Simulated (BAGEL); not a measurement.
# One shape, several levels: triplet SiHCl

Wanted: a comparison of 5 runs (UHF/3-21G, ROHF/6-31G*, UHF/6-31G*, ROHF/cc-pVTZ, FCI/STO-3G) of triplet SiHCl. 

Program for the calculation: BAGEL 1.2.2.

2 further runs of the same task are left out: 2 set aside as unsound or not needed.

### Step 1. The structure to begin with

The species is SiHCl (3 atoms), meant as a triplet with charge 0. SMILES of the parent species: `[SiH]Cl`. The shape is that of a PBE0-D4/def2-TZVP optimisation. That shape belongs to the parent species and isn't relaxed for this state.

Bond lengths: Si1–Cl2 2.077 Å, Si1–H3 1.529 Å. Angles: Cl2–Si1–H3 94.7°.

### Step 2. The energy at UHF/3-21G (density fitting with cc-pvqz-jkfit) (run 1)

hf.json

```json
{ "bagel" : [

{
  "title" : "molecule",
  "basis" : "3-21g",
  "df_basis" : "cc-pvqz-jkfit",
  "angstrom" : true,
  "geometry" : [
    { "atom" : "Si", "xyz" : [   -0.548300,    0.570970,   -0.233910 ] },
    { "atom" : "Cl", "xyz" : [    1.275420,    0.352820,    0.736230 ] },
    { "atom" : "H", "xyz" : [   -0.727130,   -0.923790,   -0.502320 ] }
  ]
},
{
  "title" : "uhf",
  "nopen" : 2
},
{
  "title" : "print",
  "file" : "orbitals.molden",
  "orbitals" : true
}

]}
```

Launch:

```sh
$ BAGEL_NUM_THREADS=1 BAGEL hf.json > hf.out
```

The log of the run:

```text
* using 1 threads per process

  ===============================================================
  ===============================================================

  *** Geometry ***

  { "atom" : "Si", "xyz" : [     -1.036137,      1.078977,     -0.442026 ] },
  { "atom" : "Cl", "xyz" : [      2.410194,      0.666733,      1.391273 ] },
  { "atom" : "H", "xyz" : [     -1.374077,     -1.745710,     -0.949247 ] },

  Number of auxiliary basis functions:      347

  Since a DF basis is specified, we compute 2- and 3-index integrals:
    o Being stored without compression. Storage requirement is 0.002 GB

  Number of basis functions:       28
  Number of electrons      :       32

    * METHOD: MOLECULE                             0.05

  *** Open-shell HF ***

  === Nuclear Repulsion ===
    68.8355159980

      * DIIS with orbital gradients will be used.

  === UHF iteration (3-21g) ===
      0       -745.18307256          0.02357303           0.02
      1       -745.22142285          0.00998102           0.02
      2       -745.22718988          0.00417220           0.02
      3       -745.22844702          0.00191276           0.02
      4       -745.22918020          0.00055630           0.02
      5       -745.22933131          0.00022272           0.02
[... 8 lines of this table left out ...]
     14       -745.22939701          0.00000002           0.02
     15       -745.22939701          0.00000001           0.02
    * SCF iteration converged.

    * S^2 (UHF) is 2.0046

    * Permanent dipole moment:
           (    1.156595,    -0.346187,     0.591505) a.u.

    * METHOD: UHF                                  0.33

    * METHOD: PRINT                                0.00

  ===============================================================
```

Wall time 2.8 s (1 thread of Intel Xeon 6975P-C (Granite Rapids), shared host); peak memory 0.14 GiB.

### Step 3. A single-point energy at ROHF/6-31G(d) (density fitting with cc-pvqz-jkfit, spherical functions) (run 2)

job.json

```json
{ "bagel": [

{
  "title": "molecule",
  "basis": "6-31gs.json",
  "df_basis": "cc-pvqz-jkfit",
  "angstrom": "true",
  "geometry": [
    { "atom": "Si", "xyz": [   -0.548300,    0.570970,   -0.233910 ] },
    { "atom": "Cl", "xyz": [    1.275420,    0.352820,    0.736230 ] },
    { "atom": "H", "xyz": [   -0.727130,   -0.923790,   -0.502320 ] }
  ]
},
{ "title": "rohf", "nopen": 2 },
{ "title": "print", "file": "orbitals.molden", "orbitals": "true" }

]}
```

The basis set 6-31G* is read from a file made from the Basis Set Exchange's data (not shown).

Launch:

```sh
$ BAGEL_NUM_THREADS=1 BAGEL job.json > job.out
```

The log of the run:

```text
* using 1 threads per process

  ===============================================================
  ===============================================================

  *** Geometry ***

  { "atom" : "Si", "xyz" : [     -1.036137,      1.078977,     -0.442026 ] },
  { "atom" : "Cl", "xyz" : [      2.410194,      0.666733,      1.391273 ] },
  { "atom" : "H", "xyz" : [     -1.374077,     -1.745710,     -0.949247 ] },

  Number of auxiliary basis functions:      347

  Since a DF basis is specified, we compute 2- and 3-index integrals:
    o Being stored without compression. Storage requirement is 0.004 GB

  Number of basis functions:       38
  Number of electrons      :       32

    * METHOD: MOLECULE                             0.11

  *** Open-shell HF ***

  === Nuclear Repulsion ===
    68.8355159980

      * DIIS with orbital gradients will be used.

  === ROHF iteration (6-31gs.json) ===
      0       -748.86866943          0.02287523           0.04
      1       -748.91369650          0.01006632           0.04
      2       -748.92261897          0.00455997           0.04
      3       -748.92520303          0.00229621           0.04
      4       -748.92655297          0.00065503           0.04
      5       -748.92688053          0.00012476           0.04
      6       -748.92693054          0.00003972           0.03
      7       -748.92693574          0.00001190           0.03
      8       -748.92693564          0.00000234           0.03
      9       -748.92693626          0.00000064           0.03
     10       -748.92693626          0.00000025           0.03
     11       -748.92693627          0.00000006           0.03
     12       -748.92693626          0.00000001           0.03
     13       -748.92693625          0.00000000           0.03
    * SCF iteration converged.

    * S^2 (ROHF) is 2.0000

    * Permanent dipole moment:
           (    0.876031,    -0.314973,     0.441989) a.u.

    * METHOD: ROHF                                 0.56

    * METHOD: PRINT                                0.00

  ===============================================================
```

It took 2.5 s on 1 thread of Intel Xeon 6975P-C (Granite Rapids), shared host; peak memory 0.14 GiB.

Runs 3 to 4 aren't shown in full; the table further down has their settings and results.

### Step 4. A single-point energy at FCI/STO-3G (density fitting with cc-pvqz-jkfit) (run 5)

input.json

```json
{ "bagel": [

{
  "title": "molecule",
  "basis": "sto-3g",
  "df_basis": "cc-pvqz-jkfit",
  "angstrom": "true",
  "geometry": [
    { "atom": "Si", "xyz": [   -0.548300,    0.570970,   -0.233910 ] },
    { "atom": "Cl", "xyz": [    1.275420,    0.352820,    0.736230 ] },
    { "atom": "H", "xyz": [   -0.727130,   -0.923790,   -0.502320 ] }
  ]
},
{
  "title": "hf"
},
{
  "title": "fci",
  "nstate": 1,
  "ncore": 10,
  "nspin": 2
}

]}
```

Launch:

```sh
$ BAGEL_NUM_THREADS=1 BAGEL input.json > input.out
```

The log of the run:

```text
* using 1 threads per process

  ===============================================================
  ===============================================================

  *** Geometry ***

  { "atom" : "Si", "xyz" : [     -1.036137,      1.078977,     -0.442026 ] },
  { "atom" : "Cl", "xyz" : [      2.410194,      0.666733,      1.391273 ] },
  { "atom" : "H", "xyz" : [     -1.374077,     -1.745710,     -0.949247 ] },

  Number of auxiliary basis functions:      347

[... 21 lines left out ...]
    * SCF iteration converged.
[... 1 line left out ...]
    * Permanent dipole moment:
[... 21 lines left out ...]
     guess   0:   closed 11111....            open .....11..

  === FCI iteration ===

      0  0      -740.67655898     3.63e-03      0.00
      1  0      -740.72370599     1.91e-03      0.00
      2  0      -740.73448571     7.62e-04      0.00
[... 16 lines of this table left out ...]
     19  0 *    -740.73621504     8.21e-11      0.00

     * ci vector, state   0, <S^2> = 2.0000
       22222aa..     0.9551020279
       2222a2a..     0.1439332286
       22a222a..     0.1155075016
       2a2222a..     0.1143735144
       2a222ba.a    -0.0522488796

    * METHOD: FCI                                  0.09

  ===============================================================
```

Run time: 2.1 s. Hardware: 1 thread of Intel Xeon 6975P-C (Granite Rapids), shared host; peak memory 0.14 GiB.

### Step 5. Overview of the runs

| run | level | start charge | start multiplicity | energy (Eh) | dipole moment (D) | ⟨S²⟩ | wall time |
| --- | --- | --- | --- | --- | --- | --- | --- |
| 1 | UHF/3-21G (density fitting with cc-pvqz-jkfit) | – | – | -745.229397 | 3.42 | 2.005 | 2.8 s |
| 2 | ROHF/6-31G* (density fitting with cc-pvqz-jkfit, spherical functions) | – | – | -748.926936 | 2.62 | 2.000 | 2.5 s |
| 3 | UHF/6-31G* (density fitting with cc-pvqz-jkfit, spherical functions) | – | – | -748.928920 | 2.57 | 2.006 | 2.8 s |
| 4 | ROHF/cc-pVTZ (density fitting with cc-pvqz-jkfit) | – | – | -749.000664 | 1.88 | 2.000 | 4.2 s |
| 5 | FCI/STO-3G (density fitting with cc-pvqz-jkfit) | 0 | 1 | -740.736215 | – | – | 2.1 s |

### Step 6. Outcome

| quantity | value |
| --- | --- |
| run 5: total energy | -740.73622 Eh |

Over runs 1, 2, 3, 4 the dipole moment (its size) runs from 1.88 D (ROHF/cc-pVTZ) to 3.42 D (UHF/3-21G). The two ends differ in method and basis. In run 5 the basis is minimal, so the values are rough. All runs together took 14 s, the longest 4.2 s.
